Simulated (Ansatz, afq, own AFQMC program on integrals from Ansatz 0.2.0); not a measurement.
SiN⁺, triplet: AFQMC among the cluster methods

```yaml
atoms:
  - { symbol: Si, position_ang: [0.0000, 0.0000, 0.0000] }
  - { symbol: N, position_ang: [0.0000, 0.0000, 1.5638] }
```

Basis cc-pVDZ. Only valence electrons are correlated. AFQMC by an in-house program on the Cholesky factors that Ansatz 0.2.0 writes for its CCSD(T) run. The CISD trial takes its coefficients from CCSD amplitudes. Released means that phaseless walkers are propagated on without the constraint, phases kept. ± is one standard error of the sampling.

Determinant: UHF, the one that the program's search chose, which needn't be the lowest solution. The geometry is a PBE0/def2-TZVP stationary point of this or a neighbouring charge and spin state.

No full CI on the walks' own integrals is used here; CCSDT(Q) serves as the reference and is uncertain by about the last step of the cluster series.

Cautions: higher spins were not checked; the search met a lower determinant of the same kind, perhaps of another symmetry (121 meV lower), and this one is a saddle point; strong correlation (T1 0.060, weight of the determinant 0.84, largest double 0.09); unrestricted determinant slightly spin contaminated (⟨S²⟩ 2.08 against 2.00).

```
T1 diagnostic                               : 0.0597
weight of the determinant in the CISD state : 0.835
⟨S²⟩ of the determinant                     : 2.078
size of the correlated space                : 8 electrons in 26 orbitals
```

Reference: CCSDT(Q), correlation energy -5.515 eV. The released energy is read at 1.50 1/Eh (meV from the phaseless value at times in 1/Eh: -10 ± 15 at 0.24, -19 ± 19 at 0.50, -16 ± 13 at 1.00, -16 ± 17 at 1.50).

```
         level  E − E(reference) (kJ/mol)  share of correlation (%)
            HF                      532.1                      0.00
           MP2                      124.0                     76.70
          CCSD                       27.0                     94.93
       CCSD(T)                        7.7                     98.56
         CCSDT                        2.4                     99.54
 ph-AFQMC/CISD                  2.9 ± 1.3                     99.45
released AFQMC                  1.4 ± 1.6                     99.73
```

A walk keeps the symmetry of its determinant, which the program's search chose and which needn't be the lowest solution, so a lower state of the same spin and another symmetry isn't excluded. Released energies are given only where the last usable release times agree within the noise; a slower fall can still hide under it.
